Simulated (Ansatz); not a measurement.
**Match the barriers**

Saddle point of AlSiH₆Cl, closed shell (AlSiH₆Cl ([SiH3][AlH2][ClH]) → AlSiH₄Cl ([SiH2][AlH2][Cl]) + H₂; bonds formed: Si2–H5, H5–H8; dative contacts that become bonds: Al1–Cl6; bonds broken: Si2–H8, H5–Cl6), PBE0-D4/def2-TZVP structure:

```xyz
9
angstrom
Al -1.4624 0.0911 -0.3708
Si 0.9612 -0.5906 -0.4143
H -1.8366 1.0460 -1.5783
H -2.3995 -1.0717 0.1581
H 0.6016 0.6985 1.0712
Cl -0.8544 1.4068 1.4338
H 2.0083 -0.0245 -1.3136
H 1.4538 0.3027 0.8822
H 1.5279 -1.8581 0.1318
```

Computed with Ansatz 0.2.0 (basis: def2-TZVPP, with def2-QZVPP for the basis limit); correlated methods freeze the cores. B3LYP uses VWN-RPA correlation. Extrapolation: Hartree–Fock as exp(−7.88 √X), correlation as X^−2.97. Four methods, as single points on the PBE0-D4 structures, gave these electronic barriers from the start structure: 0.108, 0.251, 0.320, 0.663 eV.

Task: The methods were, in alphabetical order, B3LYP-D4, HF, MP2, PBE-D4. Which gave which? (A judgement: the text doesn't fix the answer.)

Result: The calculation gives: PBE-D4 0.108; B3LYP-D4 0.251; MP2 0.320; HF 0.663 eV. For comparison, CCSD(T) at an estimated basis limit (MP2 extrapolated from triple and quadruple zeta, plus CCSD(T) − MP2 in triple zeta) gives 0.327 eV.

No T1 diagnostic of these runs exceeds 0.012. The end structure is not quite a true minimum (one mode of 32i cm⁻¹).

Labels in which every atom is bracketed show which atoms are joined, not bond orders.

For scale, one of the runs: CCSD(T)/def2-TZVPP, 210 basis functions, launched by `ansatz run in.yaml --threads 2 --pin off --events-out ev --progress --plain --max-ram 4352MiB`. Hardware: 2 CPU threads of an Arm Neoverse V2, shared host. Wall time 38 s; peak host memory 2.5 GiB.
